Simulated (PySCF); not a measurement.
Numbering as in the mapped SMILES `[F:1][CH2:2][C:3]1([F:4])[CH2:5][CH2:6]1`; H(Xn) means a hydrogen on atom n.

Geometry: PBE0-D3(BJ)/def2-SVP; GIAO absolute shieldings from PySCF 2.14, gas phase, non-relativistic, averaged over equivalent atoms.

At PBE0/STO-3G (36 basis functions, 4.7 s wall time on 1 thread of an Arm Neoverse N1, shared host):
```json
{"atoms": "F4", "σ (ppm)": "437.8"}
{"atoms": "F1", "σ (ppm)": "456.1"}
{"atoms": "C2", "σ (ppm)": "178.3"}
{"atoms": "C3", "σ (ppm)": "181.4"}
{"atoms": "C5/C6", "σ (ppm)": "221.4"}
{"atoms": "H(C2)", "σ (ppm)": "30.33"}
{"atoms": "Hb(C5)/Hb(C6)", "σ (ppm)": "31.86"}
{"atoms": "Ha(C5)/Ha(C6)", "σ (ppm)": "31.97"}
```

**Question.** Predict the values at PBE0/pcSseg-2 on the same geometry.

**Answer.** 
```json
{"atoms": "F4", "σ at PBE0/pcSseg-2": "399.4", "change": "-38.4"}
{"atoms": "F1", "σ at PBE0/pcSseg-2": "435.6", "change": "-20.5"}
{"atoms": "C2", "σ at PBE0/pcSseg-2": "101.6", "change": "-76.7"}
{"atoms": "C3", "σ at PBE0/pcSseg-2": "106.0", "change": "-75.4"}
{"atoms": "C5/C6", "σ at PBE0/pcSseg-2": "174.9", "change": "-46.5"}
{"atoms": "H(C2)", "σ at PBE0/pcSseg-2": "26.61", "change": "-3.72"}
{"atoms": "Hb(C5)/Hb(C6)", "σ at PBE0/pcSseg-2": "30.34", "change": "-1.52"}
{"atoms": "Ha(C5)/Ha(C6)", "σ at PBE0/pcSseg-2": "30.38", "change": "-1.59"}
```

The largest change is at C2 (sp3 CH2 bonded to F). Cost: 300 basis functions, 70 s wall time on 1 thread of an Arm Neoverse N1, shared host. The order of the carbon signals is the same at both levels.
